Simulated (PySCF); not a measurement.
Compound: C2H3O2 (doublet state).
Numbering: `[CH3:1][O:2][C:3]=[O:4]` (hydrogens: H5, H6, H7 on C1)

Structure used (GFN2-xTB), in Å, numbered top down from 1:
```xyz
7
C2H3O2 angstrom
C     -0.7822    0.0750   -0.0875
O      0.3614    0.5348    0.7068
C      1.5388    0.1133    0.4649
O      2.0378   -0.6443   -0.3160
H     -1.2155    0.9498   -0.5671
H     -0.4445   -0.6469   -0.8291
H     -1.4927   -0.3768    0.6010
```

The hyperfine couplings belong to this conformer and change with its torsions.

Computed with UKS B3LYP, pcH-1 on C H O, non-relativistic, mean-field spin-orbit, GIAO in PySCF. Isolated species at its GFN2-xTB geometry (one conformer only). A GFN2-xTB geometry isn't a minimum of the functional, and hyperfine couplings can be far from their values at a DFT geometry.

Problem. Give the principal g shifts and their parts.

Solution. 
```json
{"Δg (ppm)": "relativistic mass correction", "1": "-239", "2": "-239", "3": "-239"}
{"Δg (ppm)": "gauge correction", "1": "53", "2": "16", "3": "-80"}
{"Δg (ppm)": "orbital Zeeman/spin–orbit", "1": "-4006", "2": "-386", "3": "2063"}
{"Δg (ppm)": "total", "1": "-4192", "2": "-608", "3": "1744"}
```

So g = 1.99813, 2.00171, 2.00406 and g_iso = 2.00130; the tensor is rhombic: the two nearest values differ by 40 % of g3 − g1. Axes: g2 points within 11° of the C1–O2 bond.

Problem. What are the electron Larmor frequencies g μB B/h along the three axes at 1200 mT?

Solution. 33.5595, 33.6197, 33.6592 GHz for g1, g2 and g3, a range of 99.7 MHz.

Problem. At 33.837 GHz, how far is the centre of the isotropic spectrum from where a free electron (g = 2.002319) resonates?

Solution. B = hν/(g μB) with μB/h = 13.99624 MHz/mT gives 1207.39 mT for the free electron and 1208.00 mT at g_iso, 0.61 mT higher.

Problem. In a frozen sample, at which fields do the three g values resonate at 9.5, 34, 94 and 263 GHz (hyperfine left aside), and which band first spreads them over more than twice a line width of 0.3 mT?

Solution. 
```
band    GHz  B(g3) mT  B(g2) mT  B(g1) mT  spread mT
   X    9.5    338.69    339.09    339.69       1.01
   Q   34.0   1212.15   1213.57   1215.75       3.60
   W   94.0   3351.23   3355.17   3361.19       9.96
   J  263.0   9376.33   9387.35   9404.18      27.86
```

The spread grows in proportion to the frequency. X band is the first where it exceeds 0.6 mT.

The Mulliken spin populations are largest on C3 (+0.70), O4 (+0.21) and C1 (+0.11).

The HOMO–LUMO gaps are 6.21 eV among the α and 7.01 eV among the β orbitals.
